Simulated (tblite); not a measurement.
C₆H₆ (charge +1 and doublet state).
SMILES with atom numbers: `[CH3:1][C:2]#[C:3][C:4]=[C+:5][CH3:6]` (hydrogens: H7, H8, H9 on C1; H10, H11, H12 on C6)
Bond orders are those of one Lewis drawing.

Computed with GFN2-xTB (tblite), gas phase: L-BFGS steps from a force-field or distance-geometry start until the largest atomic force falls under 0.01 eV/Å.

Step 24: E = -416.2281 eV
```
atom  x, y, z in Å  |  force x, y, z in eV/Å
C1     -3.1902    0.0913    0.2097   -0.089   0.009   0.074
C2     -1.9233    0.1524   -0.3770    0.162   0.026  -0.077
C3     -0.7113    0.1916   -0.5845    0.115   0.015   0.054
C4      0.6108    0.2025   -0.5259    0.032   0.042  -0.041
C5      1.8103    0.2289   -0.2543    0.251  -0.274  -0.085
C6      3.1917    0.1690    0.0005   -0.051   0.140   0.112
H7     -2.9379    0.2709    1.2632   -0.454  -0.029   0.213
H8     -3.8764    0.8744   -0.1196    0.028  -0.015  -0.062
H9     -3.6437   -0.8931    0.0899   -0.103  -0.002  -0.007
H10     3.6964   -0.4083   -0.7883   -0.003   0.186   0.180
H11     3.4030   -0.3041    0.9695   -0.116  -0.148  -0.139
H12     3.5717    1.1885    0.0909    0.227   0.049  -0.222
```

Step 25: E = -416.2429 eV
```
atom  x, y, z in Å  |  force x, y, z in eV/Å
C1     -3.1837    0.0919    0.2120   -0.164  -0.025   0.217
C2     -1.9195    0.1529   -0.3670    0.478   0.027  -0.137
C3     -0.7065    0.1910   -0.5761   -0.086   0.016   0.028
C4      0.6138    0.2054   -0.5383    0.272   0.029   0.055
C5      1.8130    0.2219   -0.2553   -0.299  -0.215  -0.195
C6      3.1831    0.1667    0.0039    0.322   0.397   0.071
H7     -2.9624    0.2686    1.2714   -0.373  -0.023   0.221
H8     -3.8598    0.8691   -0.1270   -0.149   0.169  -0.144
H9     -3.6377   -0.8864    0.0856   -0.162  -0.157  -0.032
H10     3.6911   -0.4010   -0.7815    0.093   0.057   0.021
H11     3.3984   -0.3059    0.9636   -0.076  -0.206   0.074
H12     3.5713    1.1899    0.0827    0.144  -0.069  -0.178
```

Step 26: E = -416.2713 eV
```
atom  x, y, z in Å  |  force x, y, z in eV/Å
C1     -3.2085    0.0939    0.1977   -0.014   0.007   0.292
C2     -1.9227    0.1504   -0.3340    0.767   0.010  -0.051
C3     -0.6994    0.1851   -0.4979   -0.526   0.002   0.030
C4      0.6181    0.2025   -0.4718    0.448   0.007   0.156
C5      1.8168    0.2051   -0.1809   -0.097  -0.134  -0.196
C6      3.2037    0.1673    0.0006    0.506   0.254  -0.018
H7     -3.0574    0.2655    1.2717   -0.311  -0.045   0.111
H8     -3.8552    0.8676   -0.1839   -0.304   0.329  -0.215
H9     -3.6615   -0.8760    0.0402   -0.204  -0.298  -0.041
H10     3.6554   -0.3892   -0.8421   -0.009   0.161   0.306
H11     3.5092   -0.3066    0.9485   -0.218  -0.013  -0.270
H12     3.6025    1.1983    0.0259   -0.037  -0.280  -0.103
```

Step 27: E = -416.3047 eV
```
atom  x, y, z in Å  |  force x, y, z in eV/Å
C1     -3.2207    0.0954    0.2012   -0.180   0.148   0.196
C2     -1.9175    0.1507   -0.2939    0.256  -0.061   0.283
C3     -0.6977    0.1810   -0.4423    0.225   0.004   0.011
C4      0.6260    0.2026   -0.4198    0.314  -0.034   0.204
C5      1.8254    0.1777   -0.1263    0.014   0.066  -0.264
C6      3.2265    0.1737   -0.0003    0.164   0.222  -0.267
H7     -3.1722    0.2587    1.2948   -0.153  -0.083  -0.293
H8     -3.8262    0.8748   -0.2503   -0.277   0.168  -0.058
H9     -3.6687   -0.8734   -0.0033   -0.158  -0.182   0.012
H10     3.6285   -0.3716   -0.8731    0.073   0.082   0.253
H11     3.5725   -0.3135    0.9196   -0.125   0.050  -0.133
H12     3.6252    1.2079   -0.0323   -0.153  -0.379   0.056
```

Problem. Estimate the geometry and energy of step 28. (The exact step hangs on the optimiser's Hessian estimate; all steps are aligned on step 27, rigid shifts and turns removed.)

Solution. E = -416.3187 eV, largest force 0.405 eV/Å
```
atom  x, y, z in Å  |  force x, y, z in eV/Å
C1     -3.2193    0.0977    0.2085   -0.091   0.028  -0.130
C2     -1.9092    0.1502   -0.2888   -0.071  -0.059   0.394
C3     -0.6912    0.1822   -0.4477    0.216  -0.009   0.008
C4      0.6326    0.2043   -0.4315    0.191  -0.041   0.179
C5      1.8313    0.1719   -0.1422   -0.094   0.139  -0.232
C6      3.2263    0.1812   -0.0005    0.132   0.004  -0.105
H7     -3.1814    0.2568    1.2974   -0.105  -0.054  -0.169
H8     -3.8267    0.8767   -0.2494   -0.191   0.098  -0.012
H9     -3.6696   -0.8765    0.0000   -0.058  -0.016   0.044
H10     3.6309   -0.3679   -0.8592    0.202  -0.031   0.033
H11     3.5542   -0.3181    0.9188   -0.069   0.077  -0.082
H12     3.6232    1.2054   -0.0314   -0.060  -0.136   0.070
```

The energy changes by -0.0139 eV. The first-order estimate −F·Δx gives -0.0211 eV and the mean of the old and new forces, exact on a quadratic surface, -0.0139 eV. The step makes an angle of 60° with the force vector and moves no atom by more than 0.019 Å.

The cost below is that of the whole relaxation. Time: 0.24 s. Hardware: one thread of an AMD EPYC 7B13, no GPU, shared host.
